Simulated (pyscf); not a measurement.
PySCF, gas phase, ωB97X-D3(BJ)/def2-SVP geometries.

HN=Si(F)–Cl + H₂ → HN=SiH–Cl + HF
Surface: singlet. Broken: F–Si, H–H. Formed: H–Si, F–H. Give ΔE‡ and ΔE from PBE0-D3(BJ)/def2-TZVP, relative to the separated reactants.

ΔE‡ = 37.8 kcal/mol, ΔE = +22.6 kcal/mol. ωB97M-D3(BJ)/def2-TZVP gives 41.3 kcal/mol and +24.3 kcal/mol. Zero-point energy shifts the barrier by +2.8 kcal/mol. It is a four-centre exchange, with an imaginary mode of 1207i cm⁻¹. HN=SiH–Cl lies 26.4 kcal/mol over its isomer H₂N–Si:–Cl [singlet] (electronic energy, ωB97M-D3(BJ)/def2-TZVP). One saddle was located; it need not be the lowest between these sides.
